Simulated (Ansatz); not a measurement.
`[SiH2]1SS1` at its PBE0-D4/def2-TZVP geometry, where that method's forces vanish. Charge 0, multiplicity 1.

```tsv
atom	x (Å)	y (Å)	z (Å)
Si1	0.102	0.045	-0.379
S2	0.058	0.803	1.574
S3	-0.784	-1.124	1.116
H4	1.403	-0.393	-0.925
H5	-0.779	0.669	-1.387
```

**Question.** For each bond, give half the difference of the two atoms' forces along it (eV/Å; positive pushes the atoms apart) under PBE-D4, r2SCAN-D4, B3LYP-D4, ωB97M-V in def2-TZVPP. (Estimate.)

**Answer.** Ansatz gave: 
| bond | length (Å) | PBE-D4 | r2SCAN-D4 | B3LYP-D4 | ωB97M-V |
| --- | --- | --- | --- | --- | --- |
| Si1–S2 | 2.095 | 0.33 | 0.10 | 0.35 | 0.12 |
| Si1–S3 | 2.095 | 0.33 | 0.10 | 0.35 | 0.12 |
| Si1–H4 | 1.477 | 0.02 | -0.03 | -0.15 | -0.15 |
| Si1–H5 | 1.477 | 0.02 | -0.03 | -0.15 | -0.15 |
| S2–S3 | 2.151 | 0.44 | 0.19 | 0.50 | 0.11 |

B3LYP here is the variant with VWN-RPA as its local correlation; programs differ in this.
